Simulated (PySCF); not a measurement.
C$_{2}$H$_{4}$N, charge +1, singlet, at a GFN2-xTB geometry; CAMB3LYP/6-31G (PySCF).

The PySCF input:
```python
from pyscf import gto, scf, dft

mol = gto.M(
    atom='''
C     0.003341    0.001255   -1.237556
C    -0.000401   -0.000151    0.148583
N    -0.003502   -0.001315    1.296926
H     0.008400    1.030122   -1.613517
H     0.893030   -0.516106   -1.612697
H    -0.888352   -0.509103   -1.617500
H    -0.006208   -0.002332    2.299072
''',
    basis='6-31g',
    charge=1,
    spin=0,
    verbose=4,
)

mf = dft.UKS(mol)
mf.xc = 'camb3lyp'
mf.kernel()
mf.analyze()
```

It wrote (shortened):

```
PySCF version 2.14.0

[INPUT] verbose = 4
[INPUT] num. atoms = 7
[INPUT] num. electrons = 22
[INPUT] charge = 1
[INPUT] spin (= nelec alpha-beta = 2S) = 0
[INPUT] symmetry False subgroup None
[INPUT] Mole.unit = angstrom
[INPUT] Symbol           X                Y                Z      unit          X                Y                Z       unit  Magmom
[...]
nuclear repulsion = 66.1816792133244
number of shells = 23
number of NR pGTOs = 82
number of NR cGTOs = 35
basis = 6-31g
ecp = {}

******** <class 'pyscf.dft.uks.UKS'> ********
method = UKS
initial guess = minao
damping factor = 0
level_shift factor = 0
DIIS = <class 'pyscf.scf.diis.CDIIS'>
diis_start_cycle = 1
diis_space = 8
diis_damp = 0
SCF conv_tol = 1e-09
SCF conv_tol_grad = None
SCF max_cycles = 50
direct_scf = True
direct_scf_tol = 1e-13
number electrons alpha = 11  beta = 11
XC library pyscf.dft.libxc version 7.1.2
    S. Lehtola, C. Steigemann, M. J. T. Oliveira, and M. A. L. Marques,  SoftwareX 7, 1–5 (2018)
XC functionals = camb3lyp
    T. Yanai, D. P. Tew, and N. C. Handy,  Chem. Phys. Lett. 393, 51 (2004)
radial grids:
    Treutler-Ahlrichs [JCP 102, 346 (1995); DOI:10.1063/1.469408] (M4) radial grids

becke partition: Becke, JCP 88, 2547 (1988); DOI:10.1063/1.454033
pruning grids: <function nwchem_prune>
grids dens level: 3
symmetrized grids: False
atomic radii adjust function: <function treutler_atomic_radii_adjust>
small_rho_cutoff = 0
Set gradient conv threshold to 3.16228e-05
tot grids = 81376
init E= -133.873823605362
cycle= 1 E= -132.899759778076  delta_E= 0.974  |g|= 0.283  |ddm|= 1.72
cycle= 2 E= -132.912884204838  delta_E= -0.0131  |g|= 0.284  |ddm|= 0.633
cycle= 3 E= -132.945373362109  delta_E= -0.0325  |g|= 0.103  |ddm|= 0.241
cycle= 4 E= -132.949765659901  delta_E= -0.00439  |g|= 0.0128  |ddm|= 0.068
cycle= 5 E= -132.949838528694  delta_E= -7.29e-05  |g|= 0.00247  |ddm|= 0.0158
cycle= 6 E= -132.949841560335  delta_E= -3.03e-06  |g|= 0.000595  |ddm|= 0.00212
cycle= 7 E= -132.949841760006  delta_E= -2e-07  |g|= 6.06e-05  |ddm|= 0.000715
cycle= 8 E= -132.949841765331  delta_E= -5.33e-09  |g|= 1.73e-05  |ddm|= 0.000134
cycle= 9 E= -132.949841765852  delta_E= -5.21e-10  |g|= 4.81e-06  |ddm|= 4.63e-05
Extra cycle  E= -132.94984176587  delta_E= -1.85e-11  |g|= 5.5e-06  |ddm|= 8.92e-06
converged SCF energy = -132.94984176587  <S^2> = 1.6525092e-10  2S+1 = 1
**** SCF Summaries ****
Total Energy =                        -132.949841765870019
Nuclear Repulsion Energy =              66.181679213324401
One-electron Energy =                 -302.697933700196529
Two-electron Energy =                  103.566412721002109
Two-electron Coulomb Energy =          122.397251548633434
DFT Exchange-Correlation Energy =      -18.830838827631332
**** MO energy ****
                             alpha | beta                alpha | beta
[...]
To work with the spin densities directly, `use mulliken_meta_spin()` only printing them here.

 ** Mulliken spin pop alpha/beta on meta-lowdin orthogonal AOs **
 ** Mulliken Spin Density (per AO)  **
spin_pop of  0 C 1s       -0.00000
spin_pop of  0 C 2s        0.00000
spin_pop of  0 C 3s        0.00000
spin_pop of  0 C 2px       0.00000
spin_pop of  0 C 2py       0.00000
spin_pop of  0 C 2pz      -0.00000
spin_pop of  0 C 3px       0.00000
spin_pop of  0 C 3py       0.00000
spin_pop of  0 C 3pz       0.00000
spin_pop of  1 C 1s       -0.00000
spin_pop of  1 C 2s        0.00000
spin_pop of  1 C 3s       -0.00000
spin_pop of  1 C 2px       0.00001
spin_pop of  1 C 2py       0.00001
spin_pop of  1 C 2pz       0.00000
spin_pop of  1 C 3px       0.00000
spin_pop of  1 C 3py       0.00000
spin_pop of  1 C 3pz       0.00000
spin_pop of  2 N 1s        0.00000
spin_pop of  2 N 2s       -0.00000
spin_pop of  2 N 3s        0.00000
spin_pop of  2 N 2px      -0.00001
spin_pop of  2 N 2py      -0.00001
spin_pop of  2 N 2pz      -0.00000
spin_pop of  2 N 3px       0.00000
spin_pop of  2 N 3py       0.00000
spin_pop of  2 N 3pz      -0.00000
spin_pop of  3 H 1s       -0.00000
spin_pop of  3 H 2s        0.00000
spin_pop of  4 H 1s       -0.00000
spin_pop of  4 H 2s        0.00000
spin_pop of  5 H 1s       -0.00000
spin_pop of  5 H 2s        0.00000
spin_pop of  6 H 1s        0.00000
spin_pop of  6 H 2s        0.00000
 ** Mulliken Spin Density (per atom)  **
spin density of  0 C =      0.00000
spin density of  1 C =      0.00002
spin density of  2 N =     -0.00002
spin density of  3 H =     -0.00000
spin density of  4 H =     -0.00000
spin density of  5 H =     -0.00000
spin density of  6 H =      0.00000
 ** Mulliken pop alpha/beta on meta-lowdin orthogonal AOs **
 ** Mulliken pop       alpha | beta **
[...]
In total            11.00000 | 11.00000
 ** Mulliken atomic charges   ( Nelec_alpha | Nelec_beta ) **
charge of  0C =     -0.35618  (     3.17809      3.17809 )
charge of  1C =      0.38819  (     2.80592      2.80590 )
charge of  2N =     -0.03465  (     3.51732      3.51734 )
charge of  3H =      0.21465  (     0.39268      0.39268 )
charge of  4H =      0.21465  (     0.39268      0.39268 )
charge of  5H =      0.21465  (     0.39268      0.39268 )
charge of  6H =      0.35871  (     0.32065      0.32065 )

WARN: System has nonzero charge 1; the dipole moment is origin-dependent.
Location of origin: [0. 0. 0.]

Dipole moment(X, Y, Z, Debye): -0.00272, -0.00102,  1.00870
```
